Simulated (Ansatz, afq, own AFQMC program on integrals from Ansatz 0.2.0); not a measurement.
# AlH₃ (singlet): quantum Monte Carlo beside coupled cluster at distance Al1–H3 = 1.939 Å, cc-pVDZ

One table from this session's results is given with a row withheld; the runs are named, their logs left out.

The runs use Ansatz 0.2.0, Gaussian basis, and an in-house AFQMC program (afq) on its integrals; all values are calculated; cc-pVDZ, frozen cores.

Plan: Full CI; PBE (unrestricted); r2SCAN (unrestricted); PBE0 (unrestricted); CCSD(T) on RHF; B3LYP (unrestricted); wB97M-V (unrestricted); B2PLYP (unrestricted); Full CI; CCSDT(Q) on RHF; CCSDTQ on RHF; Phaseless AFQMC, CISD trial on RHF; UHF.

7 further runs of the same task are left out: 7 that didn't finish.

**What is computed**

The geometry derives from a PBE0/def2-TZVP stationary point (not a proven minimum). One bond is set to the value named and the two fragments are kept rigid.

4 atoms, charge 0, spin multiplicity 1.

Atoms are counted from 1 here; the program's logs count them from 0.

Bond lengths: Al1–H2 1.586 Å, Al1–H3 1.939 Å, Al1–H4 1.586 Å. Angles: H2–Al1–H3 120.0°, H2–Al1–H4 120.0°, H3–Al1–H4 120.0°.

The first run:

in.yaml

```yaml
crystal:
  periodic: [false, false, false]
  atoms:
    - {symbol: Al, position_ang: [0.006029, -0.010217, 0.000021]}
    - {symbol: H, position_ang: [1.591805, 0.004834, -0.000062]}
    - {symbol: H, position_ang: [-0.979365, 1.659725, -0.003390]}
    - {symbol: H, position_ang: [-0.773824, -1.391062, 0.002894]}
basis:
  gaussian: {orbitals: cc-pVDZ}
correlation: {method: fci, electrons: outside_noble_gas}
```

On the command line:

```console
ansatz run in.yaml --threads 1 --pin off --events-out ev --progress --plain --max-ram 16896MiB --backend cuda --devices 0, --max-vram 18GiB
```

Steps of the session up to this table: Full CI; PBE (unrestricted); r2SCAN (unrestricted); PBE0 (unrestricted); CCSD(T) on RHF; B3LYP (unrestricted); wB97M-V (unrestricted); B2PLYP (unrestricted); CCSDT(Q) on RHF; CCSDTQ on RHF; Phaseless AFQMC, CISD trial on RHF; UHF.

One table of the session follows, with a row left open; its other results are not shown here.

It belongs to the step «AFQMC on the ladder». On the RHF determinant, counted from full CI (exact for this spin and basis):

| level | from full CI (kJ/mol) |
| --- | --- |
| HF | ? |
| MP2 | +71.7 |
| CCSD | +4.8 |
| CCSD(T) | +1.4 |
| CCSDT(Q) | 0.0 |
| CCSDTQ | 0.0 |
| full CI | 0.0 |
| Phaseless AFQMC, CISD trial, step 0.005, 4000 walkers | +0.1 |

Estimate the missing values for HF.

**Answer.** from full CI (kJ/mol): +274.3. In the column «from full CI (kJ/mol)» it is the highest.

Caveats from the session: On RHF the phaseless walk with the CISD trial lies +0.1 kJ/mol from full CI, within three error bars.
